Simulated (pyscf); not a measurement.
# Four-centre exchange: H₃Si–Si(SiH₃)(SiH₃)–Cl + HF → F–SiH₂–Si(SiH₃)(SiH₃)–Cl + H₂

Gas phase, singlet surface, charge 0. Bonds broken: Si3–H6, F15–H16. Bonds formed: Si3–F15, H6–H16. PySCF, gas phase, ωB97X-D3(BJ)/def2-SVP geometries.

Transition state (Å):

```xyz
16

Cl     0.7695    -1.7088    -0.5894
Si     0.1872     0.2729    -0.2396
Si    -1.7418     0.2082     1.0709
Si    -0.2645     1.2100    -2.3223
Si     1.9536     1.3505     0.8292
H     -2.1532    -1.1953     0.1822
H     -1.4851    -0.4564     2.3722
H     -2.0502     1.6586     1.2772
H      0.9449     1.1314    -3.1905
H     -1.3884     0.4703    -2.9679
H     -0.6584     2.6400    -2.1480
H      2.2564     0.6660     2.1189
H      1.5695     2.7677     1.1012
H      3.1626     1.3282    -0.0434
F     -3.6807     0.0135     0.8552
H     -3.1196    -0.8549     0.3925
```

One imaginary mode, 1144i cm⁻¹; descent along it reached the two sides named.

| bond | change | reactant side (Å) | saddle | product side |
|---|---|---|---|---|
| Si3–H6 | breaks | 1.494 | 1.711 | 3.2 |
| F15–H16 | breaks | 0.925 | 1.133 | 2.550 |
| Si3–F15 | forms | 3.0 | 1.961 | 1.640 |
| H6–H16 | forms | 2.417 | 1.046 | 0.761 |

Electronic energies relative to the separated reactants (eV):

```tsv
level	barrier	reaction energy	reverse barrier
ωB97X-D3(BJ)/def2-TZVP	1.38	-1.06	2.44
PBE/def2-TZVP	1.09	-1.00	2.09
r²SCAN/def2-TZVP	1.18	-1.11	2.28
B3LYP-D3(BJ)/def2-TZVP	1.33	-1.09	2.43
PBE0-D3(BJ)/def2-TZVP	1.27	-0.96	2.23
M06-2X/def2-TZVP	1.43	-1.15	2.58
ωB97M-D3(BJ)/def2-TZVP	1.35	-1.05	2.40
HF/def2-TZVP	2.25	-1.04	3.29
```

With ωB97M-D3(BJ)/def2-TZVP energies and thermal terms (ideal gas, 1 atm, RRHO with modes under 100 cm⁻¹ raised to 100, one conformer, R ln 2 for chiral ones without a mode under 150 cm⁻¹), in eV:

```tsv
T (K)	ΔH‡	ΔG‡	ΔH	ΔG
298	1.29	1.72	-1.14	-1.07
600	1.27	2.17	-1.11	-1.01
900	1.28	2.62	-1.10	-0.97
1200	1.30	3.06	-1.09	-0.93
```

One saddle was located; it need not be the lowest between these sides.
